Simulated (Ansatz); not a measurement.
Geometry optimisation, Ansatz, RKS PBE0-D4/6-31G*.

Input:

```yaml
crystal:
  periodic: [false, false, false]
  atoms:
    - { symbol: Al, position_ang: [-0.836653, 0.285889, -0.606417] }
    - { symbol: Cl, position_ang: [1.146296, 1.218943, -0.818942] }
    - { symbol: H, position_ang: [-1.110253, -0.958381, -1.535348] }
    - { symbol: H, position_ang: [-1.833832, 0.993176, 0.389247] }
    - { symbol: H, position_ang: [1.642483, -0.510454, 1.093981] }
    - { symbol: F, position_ang: [0.991959, -1.029073, 1.47748] }
basis:
  gaussian: { orbitals: "6-31G*" }
hamiltonian:
  xc: pbe0
  dispersion: d4
relax:
  f_tol: 0.03
  max_steps: 50
output:
  orbitals: {}
```

Launched with:

```bash
$ ansatz run input.yaml --threads 1 --pin off --max-ram 2048MiB --backend cpu --events-out ev --progress --plain --runs-dir out
```

Where does it end, and by what steps?

It converged. After 8 steps the energy has fallen by 0.571 eV; F6 moved furthest, 0.65 Å. Joined: Al1–F6.

| step | energy less start (eV) | largest force component (eV/Å) | accepted |
| --- | --- | --- | --- |
| 0 | 0.0000 | 1.063 | yes |
| 1 | -0.1510 | 0.619 | yes |
| 2 | -0.3206 | 1.243 | yes |
| 3 | -0.5290 | 0.431 | yes |
| 4 | -0.4865 | 0.990 | no |
| 5 | -0.5653 | 0.059 | yes |
| 6 | -0.5689 | 0.094 | yes |
| 7 | -0.5701 | 0.060 | yes |
| 8 | -0.5706 | 0.008 | yes |

```xyz
6
Properties=species:S:1:pos:R:3
Al -0.587 0.107 -0.329
Cl 1.254 1.199 -0.760
H -0.916 -1.048 -1.360
H -1.629 0.910 0.550
H 1.340 -0.337 0.847
F 0.539 -0.830 1.052
```

Run time: 23 s on 1 thread of Intel(R) Xeon(R) Platinum 8259CL CPU @ 2.50GHz (Skylake/Cascade Lake), on a shared host, peak memory 0.19 GiB.
